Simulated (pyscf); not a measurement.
`[NH2][SiH]([NH2])[Cl]` + `[OH2]` → `[NH2][Si]([NH2])([OH])[Cl]` + `[H][H]` (four-centre exchange; singlet surface; H–Si, H–O broken, O–Si, H–H formed). PySCF, gas phase, ωB97X-D3(BJ)/def2-SVP geometries. Rate constants from transition-state theory, ωB97M-D3(BJ)/def2-TZVP energies (ideal gas, 1 atm, RRHO with modes under 100 cm⁻¹ raised to 100, one conformer, R ln 2 for chiral ones without a mode under 150 cm⁻¹; no tunnelling), k in cm³ molecule⁻¹ s⁻¹.

| T (K) | 1000/T | log10 k |
|---|---|---|
| 298 | 3.354 | -37.80 |
| 600 | 1.667 | ? |
| 900 | 1.111 | -21.80 |
| 1200 | 0.833 | -19.63 |

Q: Fit an Arrhenius line to the three values, give the activation energy, and predict k at 600 K.

A: Least squares gives log10 k = -13.73 − 7.18 × 1000/T, so Ea = 7.18 × ln 10 × 1.987 = 32.9 kcal/mol, against an electronic barrier of 32.3. At 600 K the line gives -25.70; the computed value is -25.91 (ΔG‡ = 54.7 kcal/mol), a factor 1.6 under the line, since the plot is curved. One saddle was located; it need not be the lowest between these sides.
